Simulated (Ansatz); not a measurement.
A-type hexagonal La2O3, treated with HSE06 in Ansatz (PAW).

Run with plane-wave cutoff 460 eV, 9×9×4 k mesh (along the axes of the cell as run), Fermi–Dirac smearing 0.01 eV, scalar-relativistic PAW data made under PBE.

Cell (measured lattice):

```
La2O3
1.0
    3.93400     0.00000     0.00000
   -1.96700     3.40694     0.00000
    0.00000     0.00000     6.13000
La O
2 3
Direct
  0.33333   0.66667   0.24748
  0.66667   0.33333   0.75252
  0.00000   0.00000   0.00000
  0.33333   0.66667   0.64507
  0.66667   0.33333   0.35493
```

### Question
Give the computed band gap, smallest direct gap on the k points sampled and Γ–Γ gap.

### Answer

- band gap = 5.26 eV
- smallest direct gap on the k points sampled = 5.41 eV
- Γ–Γ gap = 6.12 eV

Note: cell and atoms aren't relaxed at this level (largest force component 0.04 eV/Å, pressure -1.0 GPa).

Spin–orbit coupling is not included.

Computed values are for the static lattice.

Computing time: about 11 core-minutes (a rough figure).

Ansatz is a first-principles code.
